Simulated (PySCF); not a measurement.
This PySCF input asks for the NMR shieldings of `InChI=1S/ClH/h1H`; the geometry comes from GFN2-xTB.

```python
import basis_set_exchange as bse
import numpy as np
from pyscf import gto, dft
from pyscf.prop import nmr

atoms = """
Cl    0.639943   -0.002786   -0.002969
H    -0.637186    0.004054   -0.011180
"""
names = dict.fromkeys(["Cl", "H"], "pcSseg-1")
basis = {el: gto.basis.parse(bse.get_basis(n, elements=[el], fmt="nwchem")) for el, n in names.items()}
mol = gto.M(atom=atoms, basis=basis, charge=0, verbose=0)
mf = dft.RKS(mol, xc="PBE0")
mf.grids.level = 2
mf.grids.alignment = dft.numint.BLKSIZE   # the property module wants whole blocks of grid points
mf.conv_tol = 1e-9
mf.kernel()

calc = nmr.RKS(mf)   # GIAO
C = mf.mo_coeff
Co = C[:, mf.mo_occ > 0]
resp = mf.gen_response(singlet=True, hermi=2)
def vind(x):   # induced exchange potential for any number of trial vectors
    d = np.einsum("pi,xij,qj->xpq", C, 2 * x.reshape(-1, C.shape[1], Co.shape[1]), Co, optimize=True)
    return np.einsum("xpq,pi,qj->xij", resp(d - d.transpose(0, 2, 1)), C, Co, optimize=True).ravel()
mo1, _ = nmr.rhf.solve_mo1(calc, with_cphf=vind)
sigma = calc.kernel(mo1)
for i, s in enumerate(sigma):   # ppm
    w = np.linalg.eigvalsh((s + s.T) / 2)
    print("%2d %-2s iso %8.1f  s11 %8.1f  s22 %8.1f  s33 %8.1f" % (i, mol.atom_pure_symbol(i), w.mean(), *w))
```

Task: What does it print?

Result: 
```
 0 Cl iso    949.8  s11    850.1  s22    850.1  s33   1149.2
 1 H  iso     30.7  s11     23.5  s22     23.5  s33     45.0
```

These numbers come from an equivalent density-fitted implementation of the same equations, which agrees with the script to about 0.01 ppm for H and up to a few tenths of a ppm for heavy atoms, so last digits may differ.

Size and cost of the density-fitted run: 29 basis functions, 1.5 s wall time on 1 thread of an Intel Xeon, shared host; peak memory 0.26 GiB.
